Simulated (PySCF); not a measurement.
**NMR data sheet: C₃H₅FO₂**

```
Formula                               : C3H5FO2
SMILES                                : C[C@H](F)C(=O)O
InChI                                 : InChI=1S/C3H5FO2/c1-2(4)3(5)6/h2H,1H3,(H,5,6)/t2-/m0/s1
Point group of the computed structure : C1
Degrees of unsaturation               : 1
Carbon signals                        : 3
Proton signals                        : 3
```

Atoms are numbered as in `[CH3:1][C@H:2]([F:3])[C:4](=[O:5])[OH:6]`; H(Xn) means a hydrogen on atom n.

- spin–spin couplings from B3LYP/pcJ-1 (spin–dipole term only in couplings to heteroatoms)
- GFN2-xTB geometry
- PBE0/pcSseg-1 with gauge-including orbitals
- program: PySCF 2.14.0 with density-fitted response routines
- one averaged value for each set of equivalent atoms, gas phase, non-relativistic Hamiltonian, one conformer

References, each an isolated molecule treated in the same way: TMS for ¹H, ¹³C; ¹⁹F against CFCl3; ¹⁷O vs H2O.

| carbon | δC, type | δH (multiplicity, J in Hz) | HMBC from (abs. J ≥ 3 Hz) | span of the C tensor (ppm) |
| --- | --- | --- | --- | --- |
| C1 | 22.3, CH3 | 1.65 (dd, 21.6, 7.5) | – | 42 |
| C2 | 90.8, CH | 5.24 (dq, 55.6, 7.5) | H(C1) | 78 |
| C4 | 177.6, C | – | H(C1) | 170 |

Other nuclei:
```json
{"atoms": "H(O6)", "nucleus": "¹H", "environment": "hydrogen on an acid hydroxyl oxygen", "δ (ppm)": "6.47", "σ (ppm)": "25.25"}
{"atoms": "F3", "nucleus": "¹⁹F", "environment": "fluorine on an sp3 carbon", "δ (ppm)": "-216.8", "σ (ppm)": "387.8"}
{"atoms": "O5", "nucleus": "¹⁷O", "environment": "carbonyl oxygen", "δ (ppm)": "420.5", "σ (ppm)": "-84.4"}
{"atoms": "O6", "nucleus": "¹⁷O", "environment": "acid hydroxyl oxygen", "δ (ppm)": "209.2", "σ (ppm)": "126.9"}
```

Selected couplings (Hz, signed; the shortest-range and largest first, 30 at most; isotopes ¹³C, ¹⁹F, ¹H): ¹J(C2,F3) -248.3, ¹J(C2,H(C2)) 162.6, ¹J(C1,H(C1)) 136.6, ¹J(C2,C4) 67.0, ¹J(C1,C2) 37.2, ²J(F3,H(C2)) 55.6, ²J(F3,C4) 20.8, ²J(C1,F3) 20.5, ³J(F3,H(C1)) 21.6, ³J(H(C1),H(C2)) 7.5.

Carbon types of the structure: 1 × C, 1 × CH, 1 × CH3, leaving 1 H on heteroatoms. δC 177.6: carboxylic acid carbon; it is a carbonyl in resonance with an O or N lone pair, the region of acids, esters and amides. δC 90.8: sp3 CH bonded to F, α to a carbonyl; the inductive effect lowers its shielding. δC 22.3: methyl carbon; saturated and bonded to C and H only. δH 6.47: hydrogen on an acid hydroxyl oxygen; labile proton, position sensitive to the medium. δH 5.24: hydrogen on an sp3 CH bonded to F, α to a carbonyl; its carbon carries F, which withdraws density. The protons at 1.65 and 5.24 share a coupling of 7.5 Hz (vicinal).

OH and NH positions are those of a molecule without intermolecular hydrogen bonds; in solution they move with solvent, concentration and temperature, and exchange usually removes their couplings. Common functionals overestimate the size of one-bond C–F couplings by tens of Hz; these are unscaled. Splittings below 1 Hz are ignored in the labels, and close J values are merged. Unscaled 3J(H,H) at this level run about 10 % above measured values. Shifts are as computed. Against solution values, carbons near 30 ppm lie about +3 ppm off and those near 130 ppm about +5 ppm. Of 1211 compounds with measured shifts, 218 miss one by over three times the rms of a fit or turn the order of signals round; such compounds aren't used in these exercises. In solution the two oxygens of a carboxylic acid exchange roles by proton transfer and give one 17O line. Hydrogen bonding in solution shields acid and N–H amide carbonyl oxygens by tens of ppm. The C=O carbon of an acid or of an amide with N–H lies up to 10 ppm further downfield in solution, through hydrogen bonding that the calculation lacks. Unscaled 19F shifts against computed CFCl3 carry errors that often reach 10 to 50 ppm. Unscaled 17O shifts of doubly bonded oxygen tend to come out too high, by tens of ppm or more. Experimental scales use liquid or dissolved standards, which lie at an offset from isolated H2O (liquid H2O: subtract about 36 ppm).
